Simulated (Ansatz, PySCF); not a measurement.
Pair of molecules: C2H4 (SMILES C=C) (first 6 atoms) with CH2O (SMILES C=O); geometry from A24 set.
(charge 0, multiplicity 1):
```json
[
 {"atom": "C", "x (Å)": "0.0000", "y (Å)": "-0.5980", "z (Å)": "1.4774"},
 {"atom": "C", "x (Å)": "0.0000", "y (Å)": "0.4213", "z (Å)": "2.3396"},
 {"atom": "H", "x (Å)": "0.9211", "y (Å)": "-1.0296", "z (Å)": "1.1065"},
 {"atom": "H", "x (Å)": "-0.9211", "y (Å)": "-1.0296", "z (Å)": "1.1065"},
 {"atom": "H", "x (Å)": "-0.9239", "y (Å)": "0.8512", "z (Å)": "2.7069"},
 {"atom": "H", "x (Å)": "0.9239", "y (Å)": "0.8512", "z (Å)": "2.7069"},
 {"atom": "O", "x (Å)": "0.0000", "y (Å)": "-0.5188", "z (Å)": "-1.8285"},
 {"atom": "C", "x (Å)": "0.0000", "y (Å)": "0.6862", "z (Å)": "-1.7371"},
 {"atom": "H", "x (Å)": "0.0000", "y (Å)": "1.3308", "z (Å)": "-2.6319"},
 {"atom": "H", "x (Å)": "0.0000", "y (Å)": "1.1890", "z (Å)": "-0.7565"}
]
```

Basis-set superposition error: the interaction energy with monomers in their own basis, and in the dimer's basis (counterpoise).

Run with Ansatz (a program for electronic structure) with Gaussian orbitals; PySCF for 6-31G* rows, M06-2X. Each number belongs to the level named beside it.

```json
[
 {"level": "HF/6-31G*", "uncorrected (kJ/mol)": "-4.4", "counterpoise (kJ/mol)": "0.1", "difference": "4.5"},
 {"level": "HF/aug-cc-pVDZ", "uncorrected (kJ/mol)": "-1.3", "counterpoise (kJ/mol)": "-0.2", "difference": "1.1"},
 {"level": "BLYP/def2-TZVPPD", "uncorrected (kJ/mol)": "0.8", "counterpoise (kJ/mol)": "1.2", "difference": "0.4"},
 {"level": "r2SCAN/def2-TZVPPD", "uncorrected (kJ/mol)": "-5.6", "counterpoise (kJ/mol)": "-5.3", "difference": "0.3"},
 {"level": "M06-2X/def2-TZVPPD", "uncorrected (kJ/mol)": "-7.1", "counterpoise (kJ/mol)": "-6.8", "difference": "0.3"},
 {"level": "CAM-B3LYP/def2-TZVPPD", "uncorrected (kJ/mol)": "-3.7", "counterpoise (kJ/mol)": "-3.4", "difference": "0.3"},
 {"level": "wB97X-V/def2-TZVPPD", "uncorrected (kJ/mol)": "-7.2", "counterpoise (kJ/mol)": "-6.9", "difference": "0.3"},
 {"level": "wB97M-V/def2-TZVPPD", "uncorrected (kJ/mol)": "-7.1", "counterpoise (kJ/mol)": "-6.7", "difference": "0.4"},
 {"level": "B2PLYP/def2-TZVPPD", "uncorrected (kJ/mol)": "-3.9", "counterpoise (kJ/mol)": "-3.2", "difference": "0.7"},
 {"level": "MP2/6-31G*", "uncorrected (kJ/mol)": "-8.4", "counterpoise (kJ/mol)": "-2.2", "difference": "6.3"}
]
```

The error is largest for MP2/6-31G* (6.3 kJ/mol) and smallest for wB97X-V/def2-TZVPPD (0.3 kJ/mol).
